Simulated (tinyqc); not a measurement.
Worked calculation (part 1 of 2): UKS/B3LYP (VWN-RPA form) in the sto-3g basis, for H2O, spin multiplicity 3. Computed by tinyqc, a small Python program that keeps every step (integrals from PySCF). Settings: charge = 0, multiplicity = 3, basis = sto-3g, energy threshold = 1e-08, iteration cap = 81, orthogonalisation = symmetric, start = core, DIIS depth = 0, damping = 0.7, shift = 1.0, method = UKS, functional = b3lyp, grid = [30, 86]. Command: `OMP_NUM_THREADS=1 python tinyqc.py 26482 26483 out.jsonl` (the two numbers bound the seeds that draw the settings). One thread of a shared host (Intel(R) Xeon(R) Processor @ 2.60GHz), about 5 s of CPU time with the checks. Later iterations appear only in the table of the cycle.

## One-electron integrals

Geometry (angstrom):
```
atom         x          y         z
O     0.000000   0.000000  0.000000
H     0.000000   1.022000  0.711000
H     0.000000  -1.016000  0.707000
```

Basis sto-3g: exponents (1/bohr^2) and contraction coefficients of normalised primitives:
```
element  l (shell)    exponent  coefficient
O            s (1)  130.709320     0.154329
O            s (1)   23.808861     0.535328
O            s (1)    6.443608     0.444635
O            s (2)    5.033151    -0.099967
O            s (2)    1.169596     0.399513
O            s (2)    0.380389     0.700115
O            p (3)    5.033151     0.155916
O            p (3)    1.169596     0.607684
O            p (3)    0.380389     0.391957
H            s (1)    3.425251     0.154329
H            s (1)    0.623914     0.535328
H            s (1)    0.168855     0.444635
```

Overlap, kinetic and nuclear-attraction integrals over the contracted functions; the nuclear repulsion is the sum of Za Zb / Rab.

nuclear repulsion = 7.08017549 hartree

overlap S, lower triangle:
```
           1O 1s     1O 2s    1O 2px     1O 2py    1O 2pz     2H 1s     3H 1s
1O 1s   1.000000
1O 2s   0.236704  1.000000
1O 2px  0.000000  0.000000  1.000000
1O 2py  0.000000  0.000000  0.000000   1.000000
1O 2pz  0.000000  0.000000  0.000000   0.000000  1.000000
2H 1s   0.027302  0.307597  0.000000   0.234194  0.162927  1.000000
3H 1s   0.027762  0.311214  0.000000  -0.236397  0.164501  0.111972  1.000000
```

kinetic energy T (hartree), lower triangle:
```
            1O 1s     1O 2s    1O 2px     1O 2py    1O 2pz      2H 1s     3H 1s
1O 1s   29.003200
1O 2s   -0.168011  0.808128
1O 2px   0.000000  0.000000  2.528731
1O 2py   0.000000  0.000000  0.000000   2.528731
1O 2pz   0.000000  0.000000  0.000000   0.000000  2.528731
2H 1s   -0.008441  0.030401  0.000000   0.092796  0.064558   0.760032
3H 1s   -0.008519  0.032011  0.000000  -0.095323  0.066332  -0.010519  0.760032
```

nuclear attraction V (hartree), lower triangle:
```
             1O 1s      1O 2s     1O 2px     1O 2py     1O 2pz      2H 1s      3H 1s
1O 1s   -61.471020
1O 2s    -7.384885  -9.902878
1O 2px    0.000000   0.000000  -9.786103
1O 2py    0.000087   0.001029   0.000000  -9.874669
1O 2pz   -0.010543  -0.131251   0.000000   0.000483  -9.828979
2H 1s    -0.870482  -2.251526   0.000000  -1.493756  -1.066631  -4.846945
3H 1s    -0.885225  -2.282422   0.000000   1.512004  -1.079718  -0.616000  -4.865351
```

core Hamiltonian H = T + V (hartree), lower triangle:
```
             1O 1s      1O 2s     1O 2px     1O 2py     1O 2pz      2H 1s      3H 1s
1O 1s   -32.467820
1O 2s    -7.552896  -9.094750
1O 2px    0.000000   0.000000  -7.257371
1O 2py    0.000087   0.001029   0.000000  -7.345938
1O 2pz   -0.010543  -0.131251   0.000000   0.000483  -7.300247
2H 1s    -0.878923  -2.221125   0.000000  -1.400960  -1.002074  -4.086914
3H 1s    -0.893744  -2.250411   0.000000   1.416682  -1.013386  -0.626519  -4.105319
```

## Two-electron integrals

Functions are numbered as in S; the eight-fold symmetry (ij|kl) = (ji|kl) = (kl|ij) leaves the list below.

Two-electron integrals (ij|kl) in chemists' order, unique and non-zero (hartree):
```
(11|11) 4.785065    (21|11) 0.741380    (21|21) 0.136873    (22|11) 1.118947
(22|21) 0.256633    (22|22) 0.817206    (31|31) 0.024477    (32|31) 0.037809
(32|32) 0.180518    (33|11) 1.115814    (33|21) 0.256684    (33|22) 0.817023
(33|33) 0.880159    (41|41) 0.024477    (42|41) 0.037809    (42|42) 0.180518
(43|43) 0.047444    (44|11) 1.115814    (44|21) 0.256684    (44|22) 0.817023
(44|33) 0.785270    (44|44) 0.880159    (51|51) 0.024477    (52|51) 0.037809
(52|52) 0.180518    (53|53) 0.047444    (54|54) 0.047444    (55|11) 1.115814
(55|21) 0.256684    (55|22) 0.817023    (55|33) 0.785270    (55|44) 0.785270
(55|55) 0.880159    (61|11) 0.086414    (61|21) 0.015838    (61|22) 0.029573
(61|33) 0.029517    (61|41) 0.000579    (61|42) 0.001097    (61|44) 0.029633
(61|51) 0.000403    (61|52) 0.000763    (61|54) 0.000081    (61|55) 0.029573
(61|61) 0.001855    (62|11) 0.239359    (62|21) 0.055715    (62|22) 0.200146
(62|33) 0.196562    (62|41) 0.003414    (62|42) 0.027644    (62|44) 0.203672
(62|51) 0.002375    (62|52) 0.019232    (62|54) 0.004946    (62|55) 0.200003
(62|61) 0.006586    (62|62) 0.064078    (63|31) 0.005462    (63|32) 0.033112
(63|43) 0.005533    (63|53) 0.003849    (63|63) 0.008518    (64|11) 0.151835
(64|21) 0.035763    (64|22) 0.137218    (64|33) 0.131216    (64|41) 0.007357
(64|42) 0.050740    (64|44) 0.146852    (64|51) 0.001318    (64|52) 0.012264
(64|54) 0.007028    (64|55) 0.133428    (64|61) 0.004386    (64|62) 0.053469
(64|64) 0.052656    (65|11) 0.105631    (65|21) 0.024880    (65|22) 0.095462
(65|33) 0.091286    (65|41) 0.001318    (65|42) 0.012264    (65|44) 0.094466
(65|51) 0.006379    (65|52) 0.041644    (65|54) 0.007744    (65|55) 0.100523
(65|61) 0.003051    (65|62) 0.037198    (65|64) 0.030707    (65|65) 0.029880
(66|11) 0.419907    (66|21) 0.099278    (66|22) 0.411170    (66|33) 0.396075
(66|41) 0.006945    (66|42) 0.079781    (66|44) 0.426276    (66|51) 0.004831
(66|52) 0.055503    (66|54) 0.021010    (66|55) 0.410692    (66|61) 0.011794
(66|62) 0.176310    (66|64) 0.168136    (66|65) 0.116971    (66|66) 0.774606
(71|11) 0.087877    (71|21) 0.016106    (71|22) 0.030072    (71|33) 0.030015
(71|41) -0.000590   (71|42) -0.001117   (71|44) 0.030134    (71|51) 0.000410
(71|52) 0.000777    (71|54) -0.000083   (71|55) 0.030073    (71|61) 0.001857
(71|62) 0.006474    (71|64) 0.003996    (71|65) 0.003004    (71|66) 0.011523
(71|71) 0.001918    (72|11) 0.242644    (72|21) 0.056477    (72|22) 0.202787
(72|33) 0.199158    (72|41) -0.003463   (72|42) -0.027992   (72|44) 0.206357
(72|51) 0.002410    (72|52) 0.019479    (72|54) -0.005009   (72|55) 0.202644
(72|61) 0.006454    (72|62) 0.049852    (72|64) 0.029298    (72|65) 0.028034
(72|66) 0.108055    (72|71) 0.006789    (72|72) 0.065683    (73|31) 0.005545
(73|32) 0.033585    (73|43) -0.005608   (73|53) 0.003902    (73|63) 0.006335
(73|73) 0.008746    (74|11) -0.153652   (74|21) -0.036190   (74|22) -0.138786
(74|33) -0.132707   (74|41) 0.007465    (74|42) 0.051415    (74|44) -0.148544
(74|51) -0.001336   (74|52) -0.012407   (74|54) 0.007118    (74|55) -0.134945
(74|61) -0.003977   (74|62) -0.029226   (74|64) -0.011329   (74|65) -0.016166
(74|66) -0.059668   (74|71) -0.004514   (74|72) -0.054707   (74|74) 0.053820
(75|11) 0.106921    (75|21) 0.025183    (75|22) 0.096576    (75|33) 0.092347
(75|41) -0.001336   (75|42) -0.012407   (75|44) 0.095562    (75|51) 0.006475
(75|52) 0.042219    (75|54) -0.007845   (75|55) 0.101708    (75|61) 0.002990
(75|62) 0.028003    (75|64) 0.016183    (75|65) 0.021852    (75|66) 0.065706
(75|71) 0.003141    (75|72) 0.038069    (75|74) -0.031366   (75|75) 0.030572
(76|11) 0.061670    (76|21) 0.014490    (76|22) 0.056665    (76|33) 0.055390
(76|41) 1.36e-06    (76|42) 0.000019    (76|44) 0.056586    (76|51) 0.000963
(76|52) 0.009385    (76|54) 3.95e-06    (76|55) 0.057958    (76|61) 0.001692
(76|62) 0.017884    (76|64) 0.013113    (76|65) 0.011719    (76|66) 0.051938
(76|71) 0.001721    (76|72) 0.018083    (76|74) -0.013218   (76|75) 0.011833
(76|76) 0.006426    (77|11) 0.422202    (77|21) 0.099817    (77|22) 0.413193
(77|33) 0.397960    (77|41) -0.007011   (77|42) -0.080384   (77|44) 0.428431
(77|51) 0.004879    (77|52) 0.055936    (77|54) -0.021204   (77|55) 0.412715
(77|61) 0.011393    (77|62) 0.107152    (77|64) 0.059283    (77|65) 0.065256
(77|66) 0.258894    (77|71) 0.012060    (77|72) 0.178948    (77|74) -0.170313
(77|75) 0.118515    (77|76) 0.051938    (77|77) 0.774606
```

## Orthogonalisation

S = U s U^T; symmetric (Loewdin) form X = U s^(-1/2) U^T, so that X^T S X = 1.

eigenvalues of S: 0.518270  0.606628  0.893024  1.000000  1.096476  1.281436  1.604165

X, lower triangle:
```
            1O 1s      1O 2s    1O 2px     1O 2py     1O 2pz      2H 1s     3H 1s
1O 1s    1.023133
1O 2s   -0.132095   1.104827
1O 2px   0.000000   0.000000  1.000000
1O 2py   0.000076  -0.000791  0.000000   1.050449
1O 2pz  -0.004835   0.042796  0.000000  -0.000373   1.022091
2H 1s    0.015976  -0.169221  0.000000  -0.138882  -0.087802   1.078348
3H 1s    0.016163  -0.171917  0.000000   0.140456  -0.089003  -0.037612  1.080262
```

## Starting guess

The start is the orbitals of the core Hamiltonian; D(s) = C_occ C_occ^T for each spin.

D(alpha) at the start, lower triangle:
```
            1O 1s      1O 2s    1O 2px     1O 2py     1O 2pz     2H 1s     3H 1s
1O 1s    1.064762
1O 2s   -0.286529   1.295943
1O 2px   0.000000   0.000000  1.000000
1O 2py   0.001565  -0.013128  0.000000   1.089250
1O 2pz  -0.018270   0.120858  0.000000  -0.005881   1.061728
2H 1s    0.050904  -0.327167  0.000000  -0.095071  -0.169917  0.424967
3H 1s    0.060230  -0.407047  0.000000   0.147771  -0.205356  0.542983  0.763229
```

D(beta) at the start, lower triangle:
```
            1O 1s      1O 2s    1O 2px     1O 2py     1O 2pz     2H 1s     3H 1s
1O 1s    1.063204
1O 2s   -0.272921   1.177020
1O 2px   0.000000   0.000000  0.000000
1O 2py   0.000202  -0.001217  0.000000   1.088057
1O 2pz  -0.012266   0.068386  0.000000  -0.000625   1.038577
2H 1s    0.026017  -0.109677  0.000000  -0.116854  -0.073956  0.027217
3H 1s    0.026391  -0.111322  0.000000   0.118152  -0.074874  0.002153  0.027850
```

## Iteration 1: exchange-correlation on the grid

Becke grid with 30 radial and 86 angular points per atom, points of zero weight dropped. rho = sum D_ij phi_i phi_j; V_xc,ij = sum w v_xc phi_i phi_j plus the gradient terms; v_xc is d(rho eps)/d rho(s) for spin s at fixed gradient. Exact exchange is left to K.

The 16 grid points with the largest w rho, of 7730 (bohr, atomic units):
```
x                  y          z         w  rho(alpha)  rho(beta)     eps_xc  v_xc(alpha)
0.000000   -0.924176  -0.372970  0.029295    0.291033   0.290822  -0.565309    -0.697321
0.000000    0.924176  -0.372970  0.029304    0.290726   0.290722  -0.565106    -0.697205
0.000000    0.000000   0.996599  0.028580    0.298677   0.295286  -0.569778    -0.701954
-0.188420  -0.691992  -0.691992  0.029661    0.286736   0.279243  -0.560426    -0.693563
0.188420   -0.691992  -0.691992  0.029661    0.286736   0.279243  -0.560426    -0.693563
-0.188420   0.691992  -0.691992  0.029662    0.286580   0.279200  -0.560329    -0.693497
0.188420    0.691992  -0.691992  0.029662    0.286580   0.279200  -0.560329    -0.693497
0.000000    0.372970   0.924176  0.028476    0.294221   0.292141  -0.568185    -0.698284
0.000000   -0.372970   0.924176  0.028426    0.293887   0.292148  -0.568181    -0.697971
0.000000    0.372970  -0.924176  0.029514    0.281899   0.281838  -0.559449    -0.690673
0.000000   -0.372970  -0.924176  0.029514    0.281837   0.281835  -0.559444    -0.690614
0.372970    0.000000   0.924176  0.029308    0.298181   0.265789  -0.561863    -0.698680
-0.372970   0.000000   0.924176  0.029308    0.298181   0.265789  -0.561863    -0.698680
-0.229046   0.841195  -0.841195  0.050316    0.164136   0.159763  -0.484646    -0.574666
0.229046    0.841195  -0.841195  0.050316    0.164136   0.159763  -0.484646    -0.574666
-0.229046  -0.841195  -0.841195  0.050313    0.164060   0.159772  -0.484657    -0.574570
```

electrons on the grid, sum of w rho = 10.000580

E_xc = sum of w rho eps_xc = -7.93593475 hartree

V_xc(alpha) (hartree), lower triangle:
```
            1O 1s      1O 2s     1O 2px     1O 2py     1O 2pz      2H 1s      3H 1s
1O 1s   -2.514007
1O 2s   -0.354686  -0.685379
1O 2px   0.000000   0.000000  -0.674388
1O 2py   0.000061   0.000899   0.000000  -0.684854
1O 2pz  -0.000818  -0.003820   0.000000   0.000695  -0.683223
2H 1s   -0.041663  -0.152393   0.000000  -0.101189  -0.071253  -0.335400
3H 1s   -0.042373  -0.158544   0.000000   0.108291  -0.075927  -0.039718  -0.384135
```

V_xc(beta) (hartree), lower triangle:
```
            1O 1s      1O 2s     1O 2px     1O 2py     1O 2pz      2H 1s      3H 1s
1O 1s   -2.502787
1O 2s   -0.345690  -0.637222
1O 2px   0.000000   0.000000  -0.574289
1O 2py   0.000015   0.000492   0.000000  -0.662122
1O 2pz  -0.000640  -0.002603   0.000000   0.000304  -0.661005
2H 1s   -0.040705  -0.138546   0.000000  -0.089886  -0.063110  -0.217161
3H 1s   -0.041395  -0.141857   0.000000   0.093056  -0.065142  -0.034150  -0.236458
```

## Iteration 1: building the Kohn-Sham matrix

J_ij = sum D_kl (ij|kl) with D = D(alpha) + D(beta), K_ij = sum D_kl (ik|jl) for each spin; F = H + J - 0.2 K(s) + V_xc; E = tr D H + tr D J / 2 - 0.1 sum_s tr D(s) K(s) + E_xc + E_nn.

Coulomb J (hartree), lower triangle:
```
            1O 1s      1O 2s    1O 2px     1O 2py    1O 2pz     2H 1s     3H 1s
1O 1s   17.910294
1O 2s    3.390804   8.393351
1O 2px   0.000000   0.000000  8.310279
1O 2py  -0.001851  -0.020885  0.000000   8.429019
1O 2pz   0.007459   0.053079  0.000000  -0.005590  8.417286
2H 1s    0.392898   2.014749  0.000000   1.365766  0.964319  4.156802
3H 1s    0.399662   2.060920  0.000000  -1.411774  0.990350  0.571797  4.326811
```

exchange K(alpha) (hartree), lower triangle:
```
           1O 1s      1O 2s    1O 2px     1O 2py    1O 2pz     2H 1s     3H 1s
1O 1s   4.924194
1O 2s   0.859429   1.446393
1O 2px  0.000000   0.000000  1.184319
1O 2py  0.000035  -0.003516  0.000000   1.195474
1O 2pz  0.000655   0.013202  0.000000  -0.002869  1.191798
2H 1s   0.105393   0.328689  0.000000   0.167440  0.132278  0.375281
3H 1s   0.106772   0.352445  0.000000  -0.196829  0.151046  0.184042  0.587913
```

exchange K(beta) (hartree), lower triangle:
```
            1O 1s      1O 2s    1O 2px     1O 2py    1O 2pz     2H 1s     3H 1s
1O 1s    4.897774
1O 2s    0.821303   1.252986
1O 2px   0.000000   0.000000  0.301325
1O 2py  -0.000007  -0.000007  0.000000   1.134354
1O 2pz   0.000498   0.002463  0.000000   0.000034  1.133731
2H 1s    0.100350   0.258053  0.000000   0.140244  0.097202  0.091250
3H 1s    0.102024   0.261562  0.000000  -0.141874  0.098392  0.047001  0.093489
```

F(alpha) (hartree), lower triangle:
```
             1O 1s      1O 2s    1O 2px     1O 2py     1O 2pz      2H 1s      3H 1s
1O 1s   -18.056372
1O 2s    -4.688664  -1.676057
1O 2px    0.000000   0.000000  0.141656
1O 2py   -0.001710  -0.018255  0.000000   0.159132
1O 2pz   -0.004033  -0.084633  0.000000  -0.003839   0.195456
2H 1s    -0.548767  -0.424506  0.000000  -0.169871  -0.135463  -0.340567
3H 1s    -0.557809  -0.418523  0.000000   0.152564  -0.129172  -0.131248  -0.280225
```

F(beta) (hartree), lower triangle:
```
             1O 1s      1O 2s    1O 2px     1O 2py     1O 2pz      2H 1s      3H 1s
1O 1s   -18.039868
1O 2s    -4.672043  -1.589218
1O 2px    0.000000   0.000000  0.418354
1O 2py   -0.001747  -0.019363  0.000000   0.194088
1O 2pz   -0.003824  -0.081269  0.000000  -0.004810   0.229288
2H 1s    -0.546800  -0.396532  0.000000  -0.153129  -0.120305  -0.165522
3H 1s    -0.555882  -0.383660  0.000000   0.126338  -0.107856  -0.098272  -0.033664
```

total energy of this density = -74.28708687 hartree

This density is the starting one.

## Iteration 1: diagonalisation and new density

A level shift of 1 hartree raises the virtual space: F + shift (S - S D(s) S), with D(s) the density of one spin. Diagonalise F' = X^T F X, C = X C', fill 6 alpha and 4 beta electrons from the bottom; D(s) = C_occ C_occ^T; the new density keeps 0.7 of the old one (damping). Each column has its largest component positive (the first on a tie).

F' = X^T F X (alpha) (hartree), lower triangle:
```
            1          2         3          4          5          6         7
1  -17.696401
2   -2.532640  -0.753752
3    0.000000   0.000000  0.141656
4    0.000630  -0.018280  0.000000   0.264369
5   -0.016691  -0.017334  0.000000  -0.003485   0.241635
6   -0.041567  -0.196224  0.000000  -0.219283  -0.128333   0.435739
7   -0.044442  -0.183462  0.000000   0.209674  -0.123406  -0.533797  0.220911
```

orbital energies (alpha) (hartree): MO1 -18.067458, MO2 -0.585049, MO3 -0.086643, MO4 0.140895, MO5 0.141656, MO6 0.312258, MO7 0.998500

coefficients C (alpha):
```
              MO1        MO2        MO3        MO4       MO5        MO6        MO7
1O 1s    0.993321  -0.208273  -0.179277   0.022030  0.000000  -0.045341   0.006660
1O 2s    0.028010   0.728677   0.828454  -0.097567  0.000000   0.262348  -0.040969
1O 2px   0.000000   0.000000   0.000000   0.000000  1.000000   0.000000   0.000000
1O 2py   0.000097   0.016547   0.100464   0.880970  0.000000  -0.135386  -0.581082
1O 2pz   0.001837   0.105230  -0.241071   0.152094  0.000000   0.984161  -0.035475
2H 1s   -0.004775   0.269778  -0.504434   0.219153  0.000000  -0.346960   0.851159
3H 1s   -0.004837   0.330527  -0.665048  -0.112975  0.000000  -0.400670  -0.707805
```

F' = X^T F X (beta) (hartree), lower triangle:
```
            1          2         3          4          5          6         7
1  -17.682099
2   -2.528344  -0.652685
3    0.000000   0.000000  1.418354
4    0.000635  -0.019101  0.000000   0.297297
5   -0.016685  -0.011519  0.000000  -0.003813   0.274758
6   -0.038287  -0.270875  0.000000  -0.222830  -0.147481   0.978167
7   -0.040113  -0.282673  0.000000   0.220855  -0.147436  -0.043024  1.119874
```

orbital energies (beta) (hartree): MO1 -18.050221, MO2 -0.395465, MO3 0.188128, MO4 0.236511, MO5 1.107904, MO6 1.248455, MO7 1.418354

coefficients C (beta):
```
              MO1        MO2        MO3        MO4        MO5        MO6       MO7
1O 1s    0.993574  -0.261695   0.016094   0.038511   0.070083   0.049642  0.000000
1O 2s    0.026951   1.001395  -0.067906  -0.167727  -0.415972  -0.298028  0.000000
1O 2px   0.000000   0.000000   0.000000   0.000000   0.000000   0.000000  1.000000
1O 2py   0.000109   0.032377   0.918658  -0.118640  -0.322131   0.423835  0.000000
1O 2pz   0.001726   0.107308   0.104629   0.955714  -0.296717  -0.195603  0.000000
2H 1s   -0.004439   0.037933   0.151535   0.072474   1.071383  -0.206401  0.000000
3H 1s   -0.004436   0.021339  -0.104733   0.080784   0.158783   1.087504  0.000000
```

D(alpha) after iteration 1, lower triangle:
```
            1O 1s      1O 2s    1O 2px     1O 2py     1O 2pz     2H 1s     3H 1s
1O 1s    1.064757
1O 2s   -0.286523   1.296091
1O 2px   0.000000   0.000000  1.000000
1O 2py   0.002351  -0.017044  0.000000   1.003916
1O 2pz  -0.018233   0.120711  0.000000  -0.010635   1.061479
2H 1s    0.050651  -0.329175  0.000000  -0.008402  -0.166387  0.446177
3H 1s    0.060540  -0.406236  0.000000   0.071452  -0.208672  0.541765  0.751719
```

D(beta) after iteration 1, lower triangle:
```
            1O 1s      1O 2s    1O 2px     1O 2py     1O 2pz      2H 1s     3H 1s
1O 1s    1.061468
1O 2s   -0.263895   1.134793
1O 2px   0.000000   0.000000  0.000000
1O 2py   0.000697  -0.003869  0.000000   1.019357
1O 2pz  -0.004950   0.029900  0.000000  -0.004576   1.007760
2H 1s    0.015479  -0.072148  0.000000  -0.042247  -0.025014   0.027954
3H 1s    0.015904  -0.073482  0.000000   0.051174  -0.031853  -0.001249  0.024886
```
